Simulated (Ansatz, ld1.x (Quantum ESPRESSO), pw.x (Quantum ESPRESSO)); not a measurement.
**boron (B): one change to the TM potential, in the atom and in the fcc crystal**

- Element: boron (B)
- Generator: ld1.x (Quantum ESPRESSO) 7.5
- Type: norm-conserving Troullier–Martins (Kleinman–Bylander form)
- Functional: LDA (PW92)
- Relativity: scalar-relativistic
- Frozen core: [He]
- Valence charge: 3
- Reference configuration: 2s2 2p1
- Partial waves: 2s (bound): rc 1.45 bohr; 2p (bound): rc 3.25 bohr; 3d channel at 0.2 Ry: rc 3.55 bohr
- Local potential: the d channel
- Core correction: Bessel-smoothed model core inside 0.75 bohr

Change: all radii but the core radius scaled by about 0.89 (s 1.30, p 2.90, d 3.16 bohr).

Cutoffs, loose and tight: the cutoffs (Ry, on a coarse ladder) from which the occupation-weighted sum of valence levels, in a spherical-Bessel basis at the reference potential, stays within 10 and 1 mRy of its value at 400 Ry. They do not see the model core or the augmentation charge, which bear on the density cutoff. Test errors are all-electron minus pseudo excitation energies from the reference, over the configurations 2s2 2p0; 2s1 2p0; 2s2 2p0.5; 2s2 2p1.3; 2s1 2p1; 2s1 2p2; 2s0 2p3 (two spin-polarised tests are not counted in the largest error); variants that change the core or the reference have their own tests.

Crystal test: fcc B in pw.x 7.5, no spin, 18³ k-points, Fermi–Dirac smearing 0.01 Ry, cutoffs set for each file from its atomic test. The reference is all-electron LAPW (Ansatz 0.2.0) with the same functional, mesh and smearing; V0 and B0 come from Birch–Murnaghan fits to the pressures at five volumes. Errors are pseudo minus all-electron; Δ is the rms difference of the E(V) curves that follow from these fits, minima aligned, over ±6 % about the mean V0. Mesh and smearing are coarse, so the numbers serve the comparison and aren't converged zero-temperature values; the lattice is a test structure that the element need not adopt.

All-electron: a0 = 2.835 Å (V0 = 5.70 Å³/atom), B0 = 289.8 GPa.

Task: Does the change bring the crystal closer to the all-electron result?

Result: The mean pressure error goes from -81.45 to -27.97 GPa, so the change moves the solid closer to the all-electron pressures. Neither pressure curve crosses zero within the volumes sampled, so no fits are given.

| quantity | base | changed |
| --- | --- | --- |
| outcome (atom) | generated | generated |
| cutoff, loose (atom) | 21 Ry | 21 Ry |
| cutoff, tight (atom) | 50 Ry | 55 Ry |
| bound ghosts (atom) | none | none |
| largest test error (meV) (atom) | +122 over the solved tests; 1 of 9 tests not solved or not reliable | +247 |
| cutoffs in pw.x (Ry) | 60/240 | 70/280 |
| mean pressure error (GPa) | -81.45 | -27.97 |

Base: The largest radius (3.55 bohr) exceeds half the bond length (1.90 bohr), so the spheres overlap, which is one possible source of error among others. This is a poor potential for the solid. The free energy does not fall steadily as the cutoff rises, most likely since the density grid, which shrinks with it, is too coarse for the model core; the lower cutoffs are not converged. The pseudo pressure rises with volume over the whole range, a mechanical instability. Atomic configuration tests: 1 of 9 tests not solved or not reliable. Changed file: The largest radius (3.16 bohr) exceeds half the bond length (1.90 bohr), so the spheres overlap, which is one possible source of error among others. This is a poor potential for the solid. The atomic cutoffs weigh occupied waves only.
